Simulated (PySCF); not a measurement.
# How good is the calculation?

Mapped SMILES: `[CH3:1][S:2]([CH3:3])=[O:4]`. Hydrogens are named by the atom that carries them.

The experiment to reproduce: δ 13C C1/C3 39.4; δ 1H H(C1)/H(C3) 2.71 ppm (measured; solution, D2O, 298 K; Fulmer et al., Organometallics 2010, 29, 2176).
δ 13C C1/C3 40.8; δ 1H H(C1)/H(C3) 2.62 ppm (measured; solution, CDCl3, 298 K; Fulmer et al., Organometallics 2010, 29, 2176).
δ 13C C1/C3 40.5; δ 1H H(C1)/H(C3) 2.54 ppm (measured; solution, DMSO-d6, 298 K; Fulmer et al., Organometallics 2010, 29, 2176).
δ 13C C1/C3 41.3; δ 1H H(C1)/H(C3) 2.55 ppm (measured; solution, CD2Cl2, 298 K; Fulmer et al., Organometallics 2010, 29, 2176).
δ 13C C1/C3 41.2; δ 1H H(C1)/H(C3) 2.52 ppm (measured; solution, acetone-d6, 298 K; Fulmer et al., Organometallics 2010, 29, 2176).
δ 13C C1/C3 41.3; δ 1H H(C1)/H(C3) 2.50 ppm (measured; solution, CD3CN, 298 K; Fulmer et al., Organometallics 2010, 29, 2176).

Level of theory: geometry: PBE0-D3(BJ)/def2-TZVP, GIAO B97-2/pcSseg-2 shieldings, in PySCF 2.14 (single conformer, relativity neglected, gas phase, rapidly exchanging positions averaged).

Problem. How close does the calculation come?

Solution. 
Reference values: measured (solution, D2O, 298 K; Fulmer et al., Organometallics 2010, 29, 2176).
```csv
atoms,quantity,reference,computed,"computed, scaled"
C1/C3,δ 13C,39.4,43.8,40.2
H(C1)/H(C3),δ 1H,2.71,2.17,2.18
```

Reference values: measured (solution, CDCl3, 298 K; Fulmer et al., Organometallics 2010, 29, 2176).
```tsv
atoms	quantity	reference	computed	computed, scaled
C1/C3	δ 13C	40.8	43.8	40.2
H(C1)/H(C3)	δ 1H	2.62	2.17	2.18
```

Reference values: measured (solution, DMSO-d6, 298 K; Fulmer et al., Organometallics 2010, 29, 2176).
```json
{"atoms": "C1/C3", "quantity": "δ 13C", "reference": "40.5", "computed": "43.8", "computed, scaled": "40.2"}
{"atoms": "H(C1)/H(C3)", "quantity": "δ 1H", "reference": "2.54", "computed": "2.17", "computed, scaled": "2.18"}
```

Reference values: measured (solution, CD2Cl2, 298 K; Fulmer et al., Organometallics 2010, 29, 2176).
| atoms | quantity | reference | computed | computed, scaled |
| --- | --- | --- | --- | --- |
| C1/C3 | δ 13C | 41.3 | 43.8 | 40.2 |
| H(C1)/H(C3) | δ 1H | 2.55 | 2.17 | 2.18 |

Reference values: measured (solution, acetone-d6, 298 K; Fulmer et al., Organometallics 2010, 29, 2176).
```
      atoms  quantity  reference  computed  computed, scaled
      C1/C3     δ 13C       41.2      43.8              40.2
H(C1)/H(C3)      δ 1H       2.52      2.17              2.18
```

Reference values: measured (solution, CD3CN, 298 K; Fulmer et al., Organometallics 2010, 29, 2176).
| atoms | quantity | reference | computed | computed, scaled |
| --- | --- | --- | --- | --- |
| C1/C3 | δ 13C | 41.3 | 43.8 | 40.2 |
| H(C1)/H(C3) | δ 1H | 2.50 | 2.17 | 2.18 |

Computed shifts are σ(ref) − σ with the named reference compound (TMS for H and C) calculated as an isolated molecule at the same level. The measured values may be among those fitted. Scaled to experiment by linear calibration (H and C: mostly CDCl3 data, vs TMS): 1H (scatter 0.14 ppm rms, 0.16 ppm with the 5 outliers that the fit left out); 13C (scatter 2.0 ppm rms, 2.1 ppm with the 3 outliers that the fit left out). Occasional misses reach two or three times the rms, and more in compound classes unlike the fitted ones.

Problem. How far are the unscaled 13C shifts from the references?

Solution. Mean signed difference +3.05 ppm, mean absolute 3.05 ppm over 6 comparisons; the largest is +4.4 ppm at C1/C3 (methyl carbon bonded to S).

Problem. How far are the unscaled 1H shifts from the references?

Solution. Mean signed difference -0.40 ppm, mean absolute 0.40 ppm over 6 comparisons; the largest is -0.54 ppm at H(C1)/H(C3) (hydrogen on a methyl carbon bonded to S).

12 of the 29 published NMR values on file for this molecule are compared. The rest: values from further sources or solvents, protons in aromatic solvents.
